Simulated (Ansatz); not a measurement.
## What a trial cell of Cs3C2 relaxes into

Level of theory: DFT r2SCAN, scalar-relativistic, plane waves, PAW in Ansatz. Cutoff 500 eV, Γ-centred k mesh, Gaussian smearing, collinear spin, first started from parallel moments.

The start puts Cs3C2 on the anti-A-type sesquioxide structure type (P-3m1, No. 164), with C in place of La, Cs in place of O, at a guessed volume.

```
Cs C
1.0
     4.79073    0.00000    0.00000
    -2.39536    4.14889    0.00000
     0.00000    0.00000    7.45359
Cs C
3 2
Direct
  0.00000 0.00000 0.00000
  0.33333 0.66667 0.64500
  0.66667 0.33333 0.35500
  0.33333 0.66667 0.24500
  0.66667 0.33333 0.75500
```

Cell and atoms relax at zero pressure; the relaxation can't lower the symmetry of the start. After a coarse first stage the cell is made exact in the group found at 0.06 Å.

Energies over the elements count from the elements' standard structures at the same level, with no empirical corrections.

**Question.** Describe the relaxed structure.

**Answer.** It keeps P-3m1 (No. 164). The result has the A-type sesquioxide structure. Conventional cell: a = 5.497 Å, c = 7.267 Å. Cs on Wyckoff site a (1 atom of the primitive cell) has 6 C at 3.52 Å and 6 Cs at 3.94 Å; Cs on Wyckoff site d (2 atoms of the primitive cell) has 4 C at 3.28–3.41 Å, 1 C at 3.86 Å and 6 Cs at 3.94–4.10 Å; around C lie 7 Cs at 3.28–3.52 Å and 1 Cs at 3.86 Å.

```
Cs C
1.0
     5.49692    0.00000    0.00000
    -2.74846    4.76048    0.00000
     0.00000    0.00000    7.26718
Cs C
3 2
Cartesian
  0.0000 0.0000 0.0000
  0.0000 3.1737 4.9293
  2.7485 1.5868 2.3378
  0.0000 3.1737 1.5226
  2.7485 1.5868 5.7445
```

**Question.** What are its volume, energy, gap and moment?

**Answer.** The volume per atom is 38.03 Å³, the density is 3.69 g/cm³ and the energy over the elements is 1.54 eV/atom. The gap on the 12×12×6 mesh is 0 eV (a metal) and the net moment per atom is 1.00 μB. The largest site moment is 2.15 μB.

The final run used a 12×12×6 mesh on its 5-atom cell and 0.10 eV smearing. The k mesh leaves about 4 meV/atom of noise in metals. The magnetic state reached may not be the lowest. Symmetry constrained the relaxation, so the result can be a saddle point.

Cost: 3 runs of about 30 core-minutes in all, on Arm Neoverse V1 (shared hosts).